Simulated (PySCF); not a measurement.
**OF₂: structure of the triplet**

Where does triplet OF₂ go from a linear start, is the end point a minimum, and what are its modes, charges and moments?

Computed with PySCF 2.14.0. Level: PBE0, basis O def2-TZVP, F def2-TZVP, no relativity, density fitting.

**1. The starting structure**

3 atoms, charge 0, spin multiplicity 3.

Bond lengths: O1–F2 1.270 Å, O1–F3 1.270 Å. Angles: F2–O1–F3 180.0°.

```xyz
3
charge 0 multiplicity 3
O     0.0000    0.0000    0.0000
F     0.0000    0.0000    1.2700
F     0.0000    0.0000   -1.2700
```

**2. Finding the electronic state**

The steps below are one call of a driver around PySCF. For each, scf.py gives the equivalent set-up of the SCF; relaxations use the driver's own optimiser. After this first run the driver tries any further starts and a stability analysis.

File scf.py:

```python
from pyscf import gto, scf, dft
mol = gto.M(atom='''
O      0.000000     0.000000     0.000000
F      0.000000     0.000000     1.270000
F      0.000000     0.000000    -1.270000''',
    basis={'O': 'def2-TZVP', 'F': 'def2-TZVP'},
    charge=0, spin=2)
mf = dft.UKS(mol, xc='PBE0')
mf.grids.atom_grid = (50, 194)
aux = {'O': 'def2-universal-JKFIT', 'F': 'def2-universal-JKFIT'}
mf = mf.density_fit(auxbasis=aux)
mf.conv_tol = 1e-08
mf.diis_space = 10
mf.max_cycle = 60
mf.init_guess = 'minao'
mf.verbose = 4
mf.kernel()
```

Run with:

```console
$ OMP_NUM_THREADS=4 python axn.py task.json out
```

Log:

```text
init E= -275.098629899178
[... the frontier-level lines of each cycle are left out ...]
cycle= 1 E= -274.300974509962  delta_E= 0.798  |g|= 0.222  |ddm|= 1.58
cycle= 2 E= -274.307837447511  delta_E= -0.00686  |g|= 0.176  |ddm|= 0.187
cycle= 3 E= -274.314656083263  delta_E= -0.00682  |g|= 0.099  |ddm|= 0.104
cycle= 4 E= -274.317494714167  delta_E= -0.00284  |g|= 0.0102  |ddm|= 0.0412
cycle= 5 E= -274.31755248906  delta_E= -5.78e-05  |g|= 0.00273  |ddm|= 0.0135
cycle= 6 E= -274.317555539416  delta_E= -3.05e-06  |g|= 0.00134  |ddm|= 0.00247
cycle= 7 E= -274.317556197173  delta_E= -6.58e-07  |g|= 0.000235  |ddm|= 0.00134
cycle= 8 E= -274.317556226874  delta_E= -2.97e-08  |g|= 2.06e-05  |ddm|= 0.000208
cycle= 9 E= -274.317556227271  delta_E= -3.97e-10  |g|= 5.01e-06  |ddm|= 3.08e-05
Extra cycle  E= -274.317556227277  delta_E= -5.74e-12  |g|= 5.92e-06  |ddm|= 5.99e-06
converged SCF energy = -274.317556227277  <S^2> = 2.010008  2S+1 = 3.0066646
```

This step, with its further starts and checks, took 6.5 s on 4 threads of Arm Neoverse V1, shared host.

The starts that the driver tried:

```tsv
start	energy (Eh)
the minimal-basis guess	-274.317556
a thermally smeared density	-274.317556
a smeared PBE density	-274.317556
```

No lower solution of this spin turned up from the other starts or in the test of internal stability.

**3. Linear start, triplet: relaxation**

The program finds D∞h symmetry in the start, which this walk keeps. The walk stops when the largest gradient is under 0.0003 Eh/bohr and the energy has settled too.

scf.py: that of step 2 with these lines changed.

```diff
@@ -15 +14,0 @@
-mf.init_guess = 'minao'
```

Steps of the walk:

```tsv
step	energy (Eh)	change (kJ/mol)	largest symmetric gradient (Eh/bohr)
0	-274.317556	0.00	0.26088
1	-274.415701	-257.68	0.02939
2	-274.417959	-263.61	0.01567
3	-274.418989	-266.31	0.00272
4	-274.419025	-266.41	0.00032
5	-274.419026	-266.41	0.00000
```

The walk took 5.2 s.

Geometry (Å) and forces (eV/Å) at some steps:

```
step 0
O    0.000   0.000   0.000   0.000   0.000   0.000
F    0.000   0.000   1.270   0.000   0.000  13.415
F    0.000   0.000  -1.270   0.000   0.000 -13.415
step 1
O    0.000   0.000   0.000   0.000   0.000   0.000
F    0.000   0.000   1.482   0.000   0.000   1.511
F    0.000   0.000  -1.482   0.000   0.000  -1.511
step 3
O    0.000   0.000   0.000   0.000   0.000   0.000
F    0.000   0.000   1.539   0.000   0.000   0.140
F    0.000   0.000  -1.539   0.000   0.000  -0.140
step 5
O    0.000   0.000   0.000   0.000   0.000  -0.001
F    0.000   0.000   1.546   0.000   0.000   0.000
F    0.000   0.000  -1.546   0.000   0.000   0.000
```

End point (D∞h, 5 steps, 266.4 kJ/mol gained): O–F 1.546 Å (×2); F–O–F 180.0°.

**4. Vibrations and properties at this point**

On the finer grid the gradient is checked again; gradients at displacements of ±0.02 bohr then give force constants and infrared intensities.

scf.py: that of step 3 with these lines changed.

```diff
@@ -3,3 +3,3 @@
-O      0.000000     0.000000     0.000000
-F      0.000000     0.000000     1.270000
-F      0.000000     0.000000    -1.270000''',
+O     -0.000000     0.000000     0.000000
+F      0.000000     0.000000     1.545978
+F     -0.000000    -0.000000    -1.545978''',
@@ -9 +9 @@
-mf.grids.atom_grid = (50, 194)
+mf.grids.atom_grid = (75, 302)
@@ -12 +12 @@
-mf.conv_tol = 1e-08
+mf.conv_tol = 1e-10
```

The driver hands on the density of the step before, so the log starts near convergence.

SCF at the final geometry:

```text
init E= -274.419015106441
[... the frontier-level lines of each cycle are left out ...]
cycle= 1 E= -274.419015106447  delta_E= -6.14e-12  |g|= 1.11e-06  |ddm|= 3.44e-06
Extra cycle  E= -274.419015106453  delta_E= -5.23e-12  |g|= 1.22e-06  |ddm|= 3.45e-06
converged SCF energy = -274.419015106453  <S^2> = 2.0414092  2S+1 = 3.0274803
```

The whole step took 60 s.

Geometry: D∞h; O–F 1.546 Å (×2); F–O–F 180.0°.

Wavenumbers (cm⁻¹): 1041i, 804i, 333, 519. These are not to be trusted: the point is only loosely found or the SCF state changes between the displacements.

**5. Following the imaginary mode**

The atoms are moved a little along the softest imaginary mode and relaxed again.

The program finds C∞v symmetry in the start, which this walk keeps.

scf.py: that of step 4 with these lines changed.

```diff
@@ -3,3 +3,3 @@
-O     -0.000000     0.000000     0.000000
-F      0.000000     0.000000     1.545978
-F     -0.000000    -0.000000    -1.545978''',
+O      0.000000     0.000000     0.120000
+F      0.000000     0.000000     1.495464
+F     -0.000000     0.000000    -1.596493''',
@@ -9 +9 @@
-mf.grids.atom_grid = (75, 302)
+mf.grids.atom_grid = (50, 194)
@@ -12 +12 @@
-mf.conv_tol = 1e-10
+mf.conv_tol = 1e-08
```

The optimiser's trace:

```tsv
step	energy (Eh)	change (kJ/mol)	largest symmetric gradient (Eh/bohr)
0	-274.434466	0.00	0.05513
1	-274.448718	-37.42	0.02305
2	-274.453814	-50.80	0.01097
3	-274.455910	-56.30	0.01877
4	-274.457054	-59.31	0.00213
5	-274.457407	-60.23	0.00223
6	-274.457618	-60.78	0.00063
7	-274.457728	-61.08	0.00032
8	-274.457742	-61.11	0.00015
9	-274.457761	-61.16	0.00001
```

The walk took 11 s.

Geometry (Å) and forces (eV/Å) at some steps:

```
step 0
O    0.000   0.000   0.120   0.000   0.000   2.835
F    0.000   0.000   1.495   0.000   0.000  -0.644
F    0.000   0.000  -1.596   0.000   0.000  -2.191
step 1
O    0.000   0.000   0.210   0.000   0.000   1.185
F    0.000   0.000   1.547   0.000   0.000  -0.136
F    0.000   0.000  -1.738   0.000   0.000  -1.049
step 5
O    0.000   0.000   0.425   0.000   0.000  -0.056
F    0.000   0.000   1.751   0.000   0.000   0.115
F    0.000   0.000  -2.157   0.000   0.000  -0.059
step 9
O    0.000   0.000   0.577   0.000   0.000   0.000
F    0.000   0.000   1.907   0.000   0.000   0.001
F    0.000   0.000  -2.465   0.000   0.000  -0.001
```

End point (C∞v, 9 steps, 61.2 kJ/mol gained): O–F 1.329 Å. The molecule has come apart into OF + F.

**6. What came out**

```
           quantity  value
        relaxations      2
          converged      2
saddle points found      0
       minima found      0
```

No minimum was confirmed: the lowest point reached has no frequency check without an imaginary mode. No equilibrium property of the molecule follows from this session.
